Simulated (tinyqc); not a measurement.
Worked calculation (part 2 of 2): UHF in the sto-6g basis, for H2O, spin multiplicity 3. Computed by tinyqc, a small Python program that keeps every step (integrals from PySCF). Command: `OMP_NUM_THREADS=1 python tinyqc.py 24707 24708 out.jsonl` (the two numbers bound the seeds that draw the settings). One thread of a shared host (Intel(R) Xeon(R) Processor @ 2.60GHz), about 0.2 s of CPU time with the checks.

Geometry (angstrom):
```
atom        x         y        z
O     0.00000   0.00000  0.00000
H     0.00000   0.99700  0.95400
H     0.00000  -0.99700  0.95400
```

## Iteration 2: building the Fock matrix

D(alpha) after iteration 1, order 1O 1s, 1O 2s, 1O 2px, 1O 2py, 1O 2pz, 2H 1s, 3H 1s:
$$\begin{pmatrix}
1.05961 & -0.26528 & 0.00000 & 0.00000 & -0.01340 & 0.04099 & 0.04099 \\
-0.26528 & 1.19705 & 0.00000 & 0.00000 & 0.08936 & -0.27327 & -0.27327 \\
0.00000 & 0.00000 & 1.00000 & 0.00000 & 0.00000 & 0.00000 & 0.00000 \\
0.00000 & 0.00000 & 0.00000 & 0.35059 & 0.00000 & 0.29813 & -0.29813 \\
-0.01340 & 0.08936 & 0.00000 & 0.00000 & 1.05678 & -0.17366 & -0.17366 \\
0.04099 & -0.27327 & 0.00000 & 0.29813 & -0.17366 & 0.78463 & 0.27759 \\
0.04099 & -0.27327 & 0.00000 & -0.29813 & -0.17366 & 0.27759 & 0.78463
\end{pmatrix}$$

D(beta) after iteration 1, order 1O 1s, 1O 2s, 1O 2px, 1O 2py, 1O 2pz, 2H 1s, 3H 1s:
$$\begin{pmatrix}
1.05517 & -0.23900 & 0.00000 & 0.00000 & 0.02878 & -0.00305 & -0.00305 \\
-0.23900 & 1.04134 & 0.00000 & 0.00000 & -0.16059 & -0.01237 & -0.01237 \\
0.00000 & 0.00000 & 0.00000 & 0.00000 & 0.00000 & 0.00000 & 0.00000 \\
0.00000 & 0.00000 & 0.00000 & 0.61616 & 0.00000 & 0.26608 & -0.26608 \\
0.02878 & -0.16059 & 0.00000 & 0.00000 & 0.65558 & 0.24514 & 0.24514 \\
-0.00305 & -0.01237 & 0.00000 & 0.26608 & 0.24514 & 0.20885 & -0.02096 \\
-0.00305 & -0.01237 & 0.00000 & -0.26608 & 0.24514 & -0.02096 & 0.20885
\end{pmatrix}$$

core Hamiltonian H = T + V (hartree), order 1O 1s, 1O 2s, 1O 2px, 1O 2py, 1O 2pz, 2H 1s, 3H 1s:
$$\begin{pmatrix}
-32.69810 & -7.22459 & 0.00000 & 0.00000 & -0.01093 & -0.65695 & -0.65695 \\
-7.22459 & -8.92402 & 0.00000 & 0.00000 & -0.12961 & -1.72896 & -1.72896 \\
0.00000 & 0.00000 & -7.20223 & 0.00000 & 0.00000 & 0.00000 & 0.00000 \\
0.00000 & 0.00000 & 0.00000 & -7.25344 & 0.00000 & -0.99189 & 0.99189 \\
-0.01093 & -0.12961 & 0.00000 & 0.00000 & -7.24912 & -0.97558 & -0.97558 \\
-0.65695 & -1.72896 & 0.00000 & -0.99189 & -0.97558 & -3.78401 & -0.60024 \\
-0.65695 & -1.72896 & 0.00000 & 0.99189 & -0.97558 & -0.60024 & -3.78401
\end{pmatrix}$$

nuclear repulsion = 6.4012157 hartree

Given earlier and not repeated: Two-electron integrals (ij|kl) in chemists' order.

J_ij = sum D_kl (ij|kl) with D = D(alpha) + D(beta), K_ij = sum D_kl (ik|jl) for each spin; F = H + J - K(s); E = tr D H + tr D J / 2 - 0.5 sum_s tr D(s) K(s) + E_nn.

Coulomb J (hartree), order 1O 1s, 1O 2s, 1O 2px, 1O 2py, 1O 2pz, 2H 1s, 3H 1s:
$$\begin{pmatrix}
16.90872 & 2.97863 & 0.00000 & 0.00000 & 0.00752 & 0.27675 & 0.27675 \\
2.97863 & 7.79310 & 0.00000 & 0.00000 & 0.10859 & 1.51845 & 1.51845 \\
0.00000 & 0.00000 & 7.73887 & 0.00000 & 0.00000 & 0.00000 & 0.00000 \\
0.00000 & 0.00000 & 0.00000 & 7.79344 & 0.00000 & 0.94790 & -0.94790 \\
0.00752 & 0.10859 & 0.00000 & 0.00000 & 7.84699 & 0.93394 & 0.93394 \\
0.27675 & 1.51845 & 0.00000 & 0.94790 & 0.93394 & 4.07591 & 0.55156 \\
0.27675 & 1.51845 & 0.00000 & -0.94790 & 0.93394 & 0.55156 & 4.07591
\end{pmatrix}$$

exchange K(alpha) (hartree), order 1O 1s, 1O 2s, 1O 2px, 1O 2py, 1O 2pz, 2H 1s, 3H 1s:
$$\begin{pmatrix}
4.92255 & 0.76999 & 0.00000 & 0.00000 & 0.00142 & 0.07771 & 0.07771 \\
0.76999 & 1.33691 & 0.00000 & 0.00000 & 0.02622 & 0.27960 & 0.27960 \\
0.00000 & 0.00000 & 1.15556 & 0.00000 & 0.00000 & 0.00000 & 0.00000 \\
0.00000 & 0.00000 & 0.00000 & 0.74964 & 0.00000 & 0.22615 & -0.22615 \\
0.00142 & 0.02622 & 0.00000 & 0.00000 & 1.17002 & 0.15688 & 0.15688 \\
0.07771 & 0.27960 & 0.00000 & 0.22615 & 0.15688 & 0.67950 & 0.12807 \\
0.07771 & 0.27960 & 0.00000 & -0.22615 & 0.15688 & 0.12807 & 0.67950
\end{pmatrix}$$

exchange K(beta) (hartree), order 1O 1s, 1O 2s, 1O 2px, 1O 2py, 1O 2pz, 2H 1s, 3H 1s:
$$\begin{pmatrix}
4.88768 & 0.72828 & 0.00000 & 0.00000 & 0.00053 & 0.07407 & 0.07407 \\
0.72828 & 1.13583 & 0.00000 & 0.00000 & -0.04151 & 0.25896 & 0.25896 \\
0.00000 & 0.00000 & 0.26531 & 0.00000 & 0.00000 & 0.00000 & 0.00000 \\
0.00000 & 0.00000 & 0.00000 & 0.89568 & 0.00000 & 0.20987 & -0.20987 \\
0.00053 & -0.04151 & 0.00000 & 0.00000 & 0.91414 & 0.20488 & 0.20488 \\
0.07407 & 0.25896 & 0.00000 & 0.20987 & 0.20488 & 0.33831 & 0.07009 \\
0.07407 & 0.25896 & 0.00000 & -0.20987 & 0.20488 & 0.07009 & 0.33831
\end{pmatrix}$$

F(alpha) (hartree), order 1O 1s, 1O 2s, 1O 2px, 1O 2py, 1O 2pz, 2H 1s, 3H 1s:
$$\begin{pmatrix}
-20.71193 & -5.01595 & 0.00000 & 0.00000 & -0.00482 & -0.45791 & -0.45791 \\
-5.01595 & -2.46783 & 0.00000 & 0.00000 & -0.04724 & -0.49011 & -0.49011 \\
0.00000 & 0.00000 & -0.61891 & 0.00000 & 0.00000 & 0.00000 & 0.00000 \\
0.00000 & 0.00000 & 0.00000 & -0.20964 & 0.00000 & -0.27014 & 0.27014 \\
-0.00482 & -0.04724 & 0.00000 & 0.00000 & -0.57216 & -0.19852 & -0.19852 \\
-0.45791 & -0.49011 & 0.00000 & -0.27014 & -0.19852 & -0.38759 & -0.17674 \\
-0.45791 & -0.49011 & 0.00000 & 0.27014 & -0.19852 & -0.17674 & -0.38759
\end{pmatrix}$$

F(beta) (hartree), order 1O 1s, 1O 2s, 1O 2px, 1O 2py, 1O 2pz, 2H 1s, 3H 1s:
$$\begin{pmatrix}
-20.67706 & -4.97424 & 0.00000 & 0.00000 & -0.00393 & -0.45427 & -0.45427 \\
-4.97424 & -2.26675 & 0.00000 & 0.00000 & 0.02049 & -0.46947 & -0.46947 \\
0.00000 & 0.00000 & 0.27134 & 0.00000 & 0.00000 & 0.00000 & 0.00000 \\
0.00000 & 0.00000 & 0.00000 & -0.35569 & 0.00000 & -0.25386 & 0.25386 \\
-0.00393 & 0.02049 & 0.00000 & 0.00000 & -0.31627 & -0.24652 & -0.24652 \\
-0.45427 & -0.46947 & 0.00000 & -0.25386 & -0.24652 & -0.04641 & -0.11877 \\
-0.45427 & -0.46947 & 0.00000 & 0.25386 & -0.24652 & -0.11877 & -0.04641
\end{pmatrix}$$

total energy of this density = -75.4099090 hartree

## Iteration 2: diagonalisation and new density

X, order 1O 1s, 1O 2s, 1O 2px, 1O 2py, 1O 2pz, 2H 1s, 3H 1s:
$$\begin{pmatrix}
1.02158 & -0.12523 & 0.00000 & 0.00000 & -0.00360 & 0.01206 & 0.01206 \\
-0.12523 & 1.07089 & 0.00000 & 0.00000 & 0.03216 & -0.12948 & -0.12948 \\
0.00000 & 0.00000 & 1.00000 & 0.00000 & 0.00000 & 0.00000 & 0.00000 \\
0.00000 & 0.00000 & 0.00000 & 1.02561 & 0.00000 & -0.09818 & 0.09818 \\
-0.00360 & 0.03216 & 0.00000 & 0.00000 & 1.02067 & -0.08356 & -0.08356 \\
0.01206 & -0.12948 & 0.00000 & -0.09818 & -0.08356 & 1.05118 & -0.04399 \\
0.01206 & -0.12948 & 0.00000 & 0.09818 & -0.08356 & -0.04399 & 1.05118
\end{pmatrix}$$

Diagonalise F' = X^T F X, C = X C', fill 6 alpha and 4 beta electrons from the bottom; D(s) = C_occ C_occ^T. Each column has its largest component positive (the first on a tie).

F' = X^T F X (alpha) (hartree):
$$\begin{pmatrix}
-20.39043 & -2.48972 & 0.00000 & 0.00000 & -0.01404 & -0.03812 & -0.03812 \\
-2.48972 & -1.58685 & 0.00000 & 0.00000 & -0.00151 & -0.18974 & -0.18974 \\
0.00000 & 0.00000 & -0.61891 & 0.00000 & 0.00000 & 0.00000 & 0.00000 \\
0.00000 & 0.00000 & 0.00000 & -0.11577 & 0.00000 & -0.26485 & 0.26485 \\
-0.01404 & -0.00151 & 0.00000 & 0.00000 & -0.53622 & -0.12126 & -0.12126 \\
-0.03812 & -0.18974 & 0.00000 & -0.26485 & -0.12126 & -0.24022 & -0.09947 \\
-0.03812 & -0.18974 & 0.00000 & 0.26485 & -0.12126 & -0.09947 & -0.24022
\end{pmatrix}$$

orbital energies (alpha) (hartree): MO1 -20.71489, MO2 -1.33293, MO3 -0.61891, MO4 -0.61401, MO5 -0.50303, MO6 -0.19135, MO7 0.24650

coefficients C (alpha), order 1O 1s, 1O 2s, 1O 2px, 1O 2py, 1O 2pz, 2H 1s, 3H 1s:
$$\begin{pmatrix}
0.99691 & -0.24373 & 0.00000 & 0.04288 & 0.00000 & 0.06727 & 0.00000 \\
0.01333 & 0.99299 & 0.00000 & -0.22081 & 0.00000 & -0.40260 & 0.00000 \\
0.00000 & 0.00000 & 1.00000 & 0.00000 & 0.00000 & 0.00000 & 0.00000 \\
0.00000 & 0.00000 & 0.00000 & 0.00000 & 0.61322 & 0.00000 & 0.83373 \\
0.00082 & 0.05726 & 0.00000 & 0.86377 & 0.00000 & -0.55444 & 0.00000 \\
-0.00174 & 0.05595 & 0.00000 & 0.23629 & 0.48838 & 0.68712 & -0.60896 \\
-0.00174 & 0.05595 & 0.00000 & 0.23629 & -0.48838 & 0.68712 & 0.60896
\end{pmatrix}$$

F' = X^T F X (beta) (hartree):
$$\begin{pmatrix}
-20.36132 & -2.47649 & 0.00000 & 0.00000 & -0.02445 & -0.03308 & -0.03308 \\
-2.47649 & -1.35901 & 0.00000 & 0.00000 & 0.10529 & -0.25565 & -0.25565 \\
0.00000 & 0.00000 & 0.27134 & 0.00000 & 0.00000 & 0.00000 & 0.00000 \\
0.00000 & 0.00000 & 0.00000 & -0.27049 & 0.00000 & -0.26200 & 0.26200 \\
-0.02445 & 0.10529 & 0.00000 & 0.00000 & -0.24327 & -0.23551 & -0.23551 \\
-0.03308 & -0.25565 & 0.00000 & -0.26200 & -0.23551 & 0.13645 & -0.05266 \\
-0.03308 & -0.25565 & 0.00000 & 0.26200 & -0.23551 & -0.05266 & 0.13645
\end{pmatrix}$$

orbital energies (beta) (hartree): MO1 -20.67919, MO2 -1.14307, MO3 -0.47669, MO4 -0.43897, MO5 0.27134, MO6 0.38141, MO7 0.39531

coefficients C (beta), order 1O 1s, 1O 2s, 1O 2px, 1O 2py, 1O 2pz, 2H 1s, 3H 1s:
$$\begin{pmatrix}
0.99741 & -0.24103 & 0.00000 & 0.03316 & 0.00000 & 0.07476 & 0.00000 \\
0.01123 & 0.98679 & 0.00000 & -0.18956 & 0.00000 & -0.43272 & 0.00000 \\
0.00000 & 0.00000 & 0.00000 & 0.00000 & 1.00000 & 0.00000 & 0.00000 \\
0.00000 & 0.00000 & 0.82866 & 0.00000 & 0.00000 & 0.00000 & -0.62006 \\
0.00061 & -0.01546 & 0.00000 & 0.83055 & 0.00000 & -0.60558 & 0.00000 \\
-0.00138 & 0.07030 & 0.29078 & 0.28009 & 0.00000 & 0.66911 & 0.72442 \\
-0.00138 & 0.07030 & -0.29078 & 0.28009 & 0.00000 & 0.66911 & -0.72442
\end{pmatrix}$$

D(alpha) after iteration 2, order 1O 1s, 1O 2s, 1O 2px, 1O 2py, 1O 2pz, 2H 1s, 3H 1s:
$$\begin{pmatrix}
1.05961 & -0.26528 & 0.00000 & 0.00000 & -0.01340 & 0.04099 & 0.04099 \\
-0.26528 & 1.19705 & 0.00000 & 0.00000 & 0.08936 & -0.27327 & -0.27327 \\
0.00000 & 0.00000 & 1.00000 & 0.00000 & 0.00000 & 0.00000 & 0.00000 \\
0.00000 & 0.00000 & 0.00000 & 0.37604 & 0.00000 & 0.29949 & -0.29949 \\
-0.01340 & 0.08936 & 0.00000 & 0.00000 & 1.05678 & -0.17366 & -0.17366 \\
0.04099 & -0.27327 & 0.00000 & 0.29949 & -0.17366 & 0.76962 & 0.29260 \\
0.04099 & -0.27327 & 0.00000 & -0.29949 & -0.17366 & 0.29260 & 0.76962
\end{pmatrix}$$

D(beta) after iteration 2, order 1O 1s, 1O 2s, 1O 2px, 1O 2py, 1O 2pz, 2H 1s, 3H 1s:
$$\begin{pmatrix}
1.05402 & -0.23293 & 0.00000 & 0.00000 & 0.03187 & -0.00904 & -0.00904 \\
-0.23293 & 1.00981 & 0.00000 & 0.00000 & -0.17269 & 0.01626 & 0.01626 \\
0.00000 & 0.00000 & 0.00000 & 0.00000 & 0.00000 & 0.00000 & 0.00000 \\
0.00000 & 0.00000 & 0.00000 & 0.68668 & 0.00000 & 0.24096 & -0.24096 \\
0.03187 & -0.17269 & 0.00000 & 0.00000 & 0.69005 & 0.23154 & 0.23154 \\
-0.00904 & 0.01626 & 0.00000 & 0.24096 & 0.23154 & 0.16795 & -0.00116 \\
-0.00904 & 0.01626 & 0.00000 & -0.24096 & 0.23154 & -0.00116 & 0.16795
\end{pmatrix}$$

## Iteration 36 (converged): orbitals

converged F(alpha) (hartree), order 1O 1s, 1O 2s, 1O 2px, 1O 2py, 1O 2pz, 2H 1s, 3H 1s:
$$\begin{pmatrix}
-20.64309 & -4.99714 & 0.00000 & 0.00000 & -0.00578 & -0.45595 & -0.45595 \\
-4.99714 & -2.41080 & 0.00000 & 0.00000 & -0.05632 & -0.48483 & -0.48483 \\
0.00000 & 0.00000 & -0.57823 & 0.00000 & 0.00000 & 0.00000 & 0.00000 \\
0.00000 & 0.00000 & 0.00000 & -0.07725 & 0.00000 & -0.26092 & 0.26092 \\
-0.00578 & -0.05632 & 0.00000 & 0.00000 & -0.52656 & -0.20055 & -0.20055 \\
-0.45595 & -0.48483 & 0.00000 & -0.26092 & -0.20055 & -0.43850 & -0.16823 \\
-0.45595 & -0.48483 & 0.00000 & 0.26092 & -0.20055 & -0.16823 & -0.43850
\end{pmatrix}$$

converged F(beta) (hartree), order 1O 1s, 1O 2s, 1O 2px, 1O 2py, 1O 2pz, 2H 1s, 3H 1s:
$$\begin{pmatrix}
-20.61513 & -4.96859 & 0.00000 & 0.00000 & -0.00422 & -0.45366 & -0.45366 \\
-4.96859 & -2.25485 & 0.00000 & 0.00000 & 0.02141 & -0.46950 & -0.46950 \\
0.00000 & 0.00000 & 0.30035 & 0.00000 & 0.00000 & 0.00000 & 0.00000 \\
0.00000 & 0.00000 & 0.00000 & -0.42760 & 0.00000 & -0.23566 & 0.23566 \\
-0.00422 & 0.02141 & 0.00000 & 0.00000 & -0.33684 & -0.23310 & -0.23310 \\
-0.45366 & -0.46950 & 0.00000 & -0.23566 & -0.23310 & 0.01416 & -0.12533 \\
-0.45366 & -0.46950 & 0.00000 & 0.23566 & -0.23310 & -0.12533 & 0.01416
\end{pmatrix}$$

As before.

F' = X^T F X (alpha) (hartree):
$$\begin{pmatrix}
-20.32245 & -2.48536 & 0.00000 & 0.00000 & -0.01409 & -0.03805 & -0.03805 \\
-2.48536 & -1.53019 & 0.00000 & 0.00000 & -0.00929 & -0.18545 & -0.18545 \\
0.00000 & 0.00000 & -0.57823 & 0.00000 & 0.00000 & 0.00000 & 0.00000 \\
0.00000 & 0.00000 & 0.00000 & 0.01863 & 0.00000 & -0.26127 & 0.26127 \\
-0.01409 & -0.00929 & 0.00000 & 0.00000 & -0.48920 & -0.12243 & -0.12243 \\
-0.03805 & -0.18545 & 0.00000 & -0.26127 & -0.12243 & -0.29802 & -0.08459 \\
-0.03805 & -0.18545 & 0.00000 & 0.26127 & -0.12243 & -0.08459 & -0.29802
\end{pmatrix}$$

orbital energies (alpha) (hartree): MO1 -20.64598, MO2 -1.28237, MO3 -0.58404, MO4 -0.57823, MO5 -0.48468, MO6 -0.21206, MO7 0.28988

coefficients C (alpha), order 1O 1s, 1O 2s, 1O 2px, 1O 2py, 1O 2pz, 2H 1s, 3H 1s:
$$\begin{pmatrix}
0.99695 & -0.24156 & 0.05456 & 0.00000 & 0.00000 & 0.06609 & 0.00000 \\
0.01318 & 0.98185 & -0.27989 & 0.00000 & 0.00000 & -0.39307 & 0.00000 \\
0.00000 & 0.00000 & 0.00000 & 1.00000 & 0.00000 & 0.00000 & 0.00000 \\
0.00000 & 0.00000 & 0.00000 & 0.00000 & 0.49500 & 0.00000 & 0.90891 \\
0.00087 & 0.06960 & 0.80947 & 0.00000 & 0.00000 & -0.62984 & 0.00000 \\
-0.00174 & 0.07104 & 0.29494 & 0.00000 & 0.56615 & 0.66262 & -0.53742 \\
-0.00174 & 0.07104 & 0.29494 & 0.00000 & -0.56615 & 0.66262 & 0.53742
\end{pmatrix}$$

F' = X^T F X (beta) (hartree):
$$\begin{pmatrix}
-20.29790 & -2.48007 & 0.00000 & 0.00000 & -0.02476 & -0.03164 & -0.03164 \\
-2.48007 & -1.34421 & 0.00000 & 0.00000 & 0.10361 & -0.26369 & -0.26369 \\
0.00000 & 0.00000 & 0.30035 & 0.00000 & 0.00000 & 0.00000 & 0.00000 \\
0.00000 & 0.00000 & 0.00000 & -0.35217 & 0.00000 & -0.24119 & 0.24119 \\
-0.02476 & 0.10361 & 0.00000 & 0.00000 & -0.26845 & -0.22450 & -0.22450 \\
-0.03164 & -0.26369 & 0.00000 & -0.24119 & -0.22450 & 0.19734 & -0.06309 \\
-0.03164 & -0.26369 & 0.00000 & 0.24119 & -0.22450 & -0.06309 & 0.19734
\end{pmatrix}$$

orbital energies (beta) (hartree): MO1 -20.61746, MO2 -1.13018, MO3 -0.50431, MO4 -0.43412, MO5 0.30035, MO6 0.40544, MO7 0.41256

coefficients C (beta), order 1O 1s, 1O 2s, 1O 2px, 1O 2py, 1O 2pz, 2H 1s, 3H 1s:
$$\begin{pmatrix}
0.99728 & -0.24148 & 0.00000 & 0.02860 & 0.00000 & 0.07685 & 0.00000 \\
0.01176 & 0.98666 & 0.00000 & -0.16437 & 0.00000 & -0.44317 & 0.00000 \\
0.00000 & 0.00000 & 0.00000 & 0.00000 & 1.00000 & 0.00000 & 0.00000 \\
0.00000 & 0.00000 & 0.88010 & 0.00000 & 0.00000 & 0.00000 & -0.54458 \\
0.00065 & -0.01932 & 0.00000 & 0.85961 & 0.00000 & -0.56345 & 0.00000 \\
-0.00146 & 0.07053 & 0.22578 & 0.24667 & 0.00000 & 0.68212 & 0.74724 \\
-0.00146 & 0.07053 & -0.22578 & 0.24667 & 0.00000 & 0.68212 & -0.74724
\end{pmatrix}$$

D(alpha) after iteration 36, order 1O 1s, 1O 2s, 1O 2px, 1O 2py, 1O 2pz, 2H 1s, 3H 1s:
$$\begin{pmatrix}
1.05961 & -0.26528 & 0.00000 & 0.00000 & -0.01340 & 0.04099 & 0.04099 \\
-0.26528 & 1.19705 & 0.00000 & 0.00000 & 0.08936 & -0.27327 & -0.27327 \\
0.00000 & 0.00000 & 1.00000 & 0.00000 & 0.00000 & 0.00000 & 0.00000 \\
0.00000 & 0.00000 & 0.00000 & 0.24503 & 0.00000 & 0.28025 & -0.28025 \\
-0.01340 & 0.08936 & 0.00000 & 0.00000 & 1.05678 & -0.17366 & -0.17366 \\
0.04099 & -0.27327 & 0.00000 & 0.28025 & -0.17366 & 0.85163 & 0.21058 \\
0.04099 & -0.27327 & 0.00000 & -0.28025 & -0.17366 & 0.21058 & 0.85163
\end{pmatrix}$$

D(beta) after iteration 36, order 1O 1s, 1O 2s, 1O 2px, 1O 2py, 1O 2pz, 2H 1s, 3H 1s:
$$\begin{pmatrix}
1.05370 & -0.23122 & 0.00000 & 0.00000 & 0.02990 & -0.01143 & -0.01143 \\
-0.23122 & 1.00065 & 0.00000 & 0.00000 & -0.16035 & 0.02902 & 0.02902 \\
0.00000 & 0.00000 & 0.00000 & 0.00000 & 0.00000 & 0.00000 & 0.00000 \\
0.00000 & 0.00000 & 0.00000 & 0.77458 & 0.00000 & 0.19871 & -0.19871 \\
0.02990 & -0.16035 & 0.00000 & 0.00000 & 0.73930 & 0.21068 & 0.21068 \\
-0.01143 & 0.02902 & 0.00000 & 0.19871 & 0.21068 & 0.11680 & 0.01485 \\
-0.01143 & 0.02902 & 0.00000 & -0.19871 & 0.21068 & 0.01485 & 0.11680
\end{pmatrix}$$

## Convergence

Stop when the energy changes by less than 1e-08 hartree and every element of the error matrix X^T (F D S - S D F) X (for each spin) is below 3e-05.

Course of the cycle:
```
iteration  E (hartree)     change  largest element of the error matrix
1          -74.7662485          -                             1.51e-01
2          -75.4099090  -6.44e-01                             4.15e-02
3          -75.4176809  -7.77e-03                             1.28e-02
4          -75.4189754  -1.29e-03                             8.97e-03
5          -75.4196871  -7.12e-04                             7.70e-03
6          -75.4202039  -5.17e-04                             6.74e-03
7          -75.4205923  -3.88e-04                             5.87e-03
8          -75.4208831  -2.91e-04                             5.07e-03
9          -75.4210985  -2.15e-04                             4.35e-03
10         -75.4212558  -1.57e-04                             3.70e-03
11         -75.4213695  -1.14e-04                             3.14e-03
12         -75.4214506  -8.11e-05                             2.64e-03
13         -75.4215079  -5.73e-05                             2.21e-03
14         -75.4215480  -4.02e-05                             1.85e-03
...                ...        ...                                  ...
23         -75.4216342  -1.31e-06                             3.30e-04
24         -75.4216350  -8.84e-07                             2.71e-04
25         -75.4216356  -5.96e-07                             2.23e-04
26         -75.4216360  -4.01e-07                             1.83e-04
27         -75.4216363  -2.70e-07                             1.50e-04
28         -75.4216365  -1.82e-07                             1.23e-04
29         -75.4216366  -1.22e-07                             1.01e-04
30         -75.4216367  -8.20e-08                             8.25e-05
31         -75.4216368  -5.51e-08                             6.76e-05
32         -75.4216368  -3.70e-08                             5.54e-05
33         -75.4216368  -2.48e-08                             4.54e-05
34         -75.4216368  -1.67e-08                             3.72e-05
35         -75.4216368  -1.12e-08                             3.05e-05
36         -75.4216368  -7.50e-09                             2.50e-05
```

PySCF UHF in the same basis, after a stability check = -75.4216369 hartree

Converged in 36 iterations.

## Populations, bond orders and dipole

overlap S, order 1O 1s, 1O 2s, 1O 2px, 1O 2py, 1O 2pz, 2H 1s, 3H 1s:
$$\begin{pmatrix}
1.00000 & 0.23114 & 0.00000 & 0.00000 & 0.00000 & 0.02088 & 0.02088 \\
0.23114 & 1.00000 & 0.00000 & 0.00000 & 0.00000 & 0.24835 & 0.24835 \\
0.00000 & 0.00000 & 1.00000 & 0.00000 & 0.00000 & 0.00000 & 0.00000 \\
0.00000 & 0.00000 & 0.00000 & 1.00000 & 0.00000 & 0.17086 & -0.17086 \\
0.00000 & 0.00000 & 0.00000 & 0.00000 & 1.00000 & 0.16349 & 0.16349 \\
0.02088 & 0.24835 & 0.00000 & 0.17086 & 0.16349 & 1.00000 & 0.12106 \\
0.02088 & 0.24835 & 0.00000 & -0.17086 & 0.16349 & 0.12106 & 1.00000
\end{pmatrix}$$

Mulliken: Z minus the diagonal of D S on the atom; Loewdin: the same with S^(1/2) D S^(1/2); Mayer order: 2 sum_s sum (D(s) S)_ij (D(s) S)_ji over the two atoms.

Charges (e):
```
atom  Mulliken   Loewdin  Mulliken spin
1O     0.04713   0.07672        0.72872
2H    -0.02357  -0.03836        0.63564
3H    -0.02357  -0.03836        0.63564
```

Mayer bond orders:
```
pair    order
2-1   0.53468
3-1   0.53468
3-2   0.06073
```

dipole moment about the origin, x y z (debye): [0.00000, 0.00000, -0.00441]

<S^2> of the determinant (pure state: 2) = 2.24516
